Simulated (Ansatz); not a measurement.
```yaml
crystal:
  periodic: [false, false, false]
  atoms:
    - {symbol: N, position_ang: [-1.073845, 1.080136, -0.501755]}
    - {symbol: C, position_ang: [-0.070811, 0.204179, -0.219824]}
    - {symbol: C, position_ang: [0.953055, -0.530715, -0.469037]}
    - {symbol: F, position_ang: [1.870287, -0.942576, -1.322406]}
    - {symbol: C, position_ang: [0.311579, -0.849381, 0.813590]}
    - {symbol: H, position_ang: [-1.437718, 1.576199, 0.296631]}
    - {symbol: H, position_ang: [-0.905272, 1.685199, -1.290418]}
    - {symbol: H, position_ang: [-0.321153, -1.739201, 0.917456]}
    - {symbol: H, position_ang: [0.762475, -0.530240, 1.758763]}
basis:
  gaussian: {orbitals: def2-TZVPP}
hamiltonian: {xc: {name: M06-2X}}
```

```sh
$ ansatz run in.yaml --threads 2 --pin off --events-out ev --progress --plain --max-ram 4352MiB
```

(1) How does Ansatz answer? (Best estimate.)

Answers

(1) The calculation gave: The program refused the input.
```
Error: YAML parse error: error: line 15 column 19: hamiltonian.xc: no functional is named "M06-2X"; the names, which are not case-sensitive, are SVWN5, SPW92, PBE, PBE0, PBEsol, revPBE, revPBE0, RPBE, rPW86-PBE, HSE06, wPBEh, LC-wPBE, HISS, HF, BLYP, B3LYP, B3LYP5, BHLYP, CAM-B3LYP, r2SCAN, r2SCANh, r2SCAN0, r2SCAN50, m-r2SCAN, B97, wB97, wB97X, wB97X-V, B97M-V, wB97M-V, B2PLYP, B2GP-PLYP, PBE0-DH, PBE-QIDH
13 | basis:
14 |   gaussian: {orbitals: def2-TZVPP}
15 | hamiltonian: {xc: {name: M06-2X}}
```

HSE06 is defined as in plane-wave codes.
